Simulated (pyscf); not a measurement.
H₂N–SiH₃ + H• -> H₂N–SiH₂• + H₂ (hydrogen abstraction; doublet surface; H–Si broken, H–H formed). Optimised with ωB97X-D3(BJ)/def2-SVP in PySCF. Rate constants from transition-state theory, ωB97M-D3(BJ)/def2-TZVP energies (ideal gas, 1 atm, RRHO with modes under 100 cm⁻¹ raised to 100, one conformer, R ln 2 for chiral ones without a mode under 150 cm⁻¹; no tunnelling), k in cm³ molecule⁻¹ s⁻¹.

```csv
T (K),1000/T,log10 k
298,3.354,-13.00
600,1.667,?
900,1.111,-10.91
1200,0.833,-10.53
```

Question: Fit an Arrhenius line to the three values, give the activation energy, and predict k at 600 K.

Answer: Least squares gives log10 k = -9.78 − 0.96 × 1000/T, so Ea = 0.96 × ln 10 × 1.987 = 4.4 kcal/mol, against an electronic barrier of 3.9. At 600 K the line gives -11.38; the computed value is -11.53 (ΔG‡ = 15.2 kcal/mol), a factor 1.4 under the line, since the plot is curved. This is the saddle that the search found; another between the same sides may lie lower. The angle at the transferred H is 180°.
